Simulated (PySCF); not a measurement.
Gas-phase reaction: 2 BH₂Cl + H₂ = B₂H₆ + 2 Cl

Computed with PySCF and rigid-rotor harmonic-oscillator thermochemistry at 1 bar. † marks an energy on the PBE0/def2-TZVP geometry and frequencies; other levels use their own. MP2 and CCSD(T) freeze the core. 6-31G* has spherical d functions here. Open shells (unrestricted): Cl (multiplicity 2); the rest are closed-shell singlets. Spin-orbit splitting is ignored; it lowers the true energy and changes the entropy of Cl. B3LYP is the form with VWN-RPA correlation. BH₂Cl: computed as isolated molecules; such fragments, hydroxides, amides, oligomers or adducts are transient or little studied in the gas. MP2 isn't extrapolated to the basis-set limit. CCSD(T) isn't extrapolated to the basis-set limit.

```csv
level,"ΔH°(298 K), kJ"
B3LYP/6-31G*,[?]
CCSD(T)/def2-TZVPP†,428
HF/6-31G*,[?]
MP2/def2-TZVPP†,458
PBE0/def2-TZVP,425
```

Fill in the missing entries.


- B3LYP/6-31G*, ΔH°(298 K), kJ: 428
- HF/6-31G*, ΔH°(298 K), kJ: 342
